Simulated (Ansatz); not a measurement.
# HB–NH, quintet: reading a ladder of total energies

Geometry: that of the HB–NH, triplet, kept fixed. The triplet lies 5.4 eV lower here.

```xyz
4

B     0.0000   -0.1240    0.7739
N     0.0000   -0.0224   -0.5980
H     0.0000    0.9564    1.3306
H     0.0000    0.6853   -1.3215
```

Basis cc-pVDZ; Ansatz 0.2.0. Correlated methods freeze the noble-gas cores, which leaves 10 electrons in 36 orbitals. R marks a restricted (for open shells ROHF) determinant, U an unrestricted one.

Full CI isn't at hand for all of this; UCCSDT(Q) serves as the reference, and is uncertain by about the last step of the cluster series.

Runs differ by some tens of microhartree through their thresholds and, for an open shell, their frozen cores, so steps under 0.03 kcal/mol mean nothing.

```tsv
level	total energy (hartree)
UHF	-80.029946
UMP2	-80.190411
UCCSD	-80.223875
UCCSD(T)	-80.228197
UCCSDT	-80.229153
UCCSDT(Q)	-80.229367
```

**Question.** What is the correlation energy at UCCSDT(Q), and what share of it do UMP2 and UCCSD recover?

**Answer.** E(corr) = -80.229367 − (-80.029946) = -0.199421 hartree = -5.427 eV. UMP2: -0.160465 / -0.199421 = 80.47 %. UCCSD: -0.193929 / -0.199421 = 97.25 %.

**Question.** By how many kcal/mol does UCCSD(T) miss UCCSDT(Q) (1 hartree = 627.509 kcal/mol), and which steps make up the rest?

**Answer.** -80.228197 − (-80.229367) = 0.001170 hartree = 0.73 kcal/mol. Steps: UCCSDT − UCCSD(T) = -0.60, UCCSDT(Q) − UCCSDT = -0.13 kcal/mol. That is within 1 kcal/mol of the reference in this basis, which itself misses far more of the correlation at the basis-set limit.
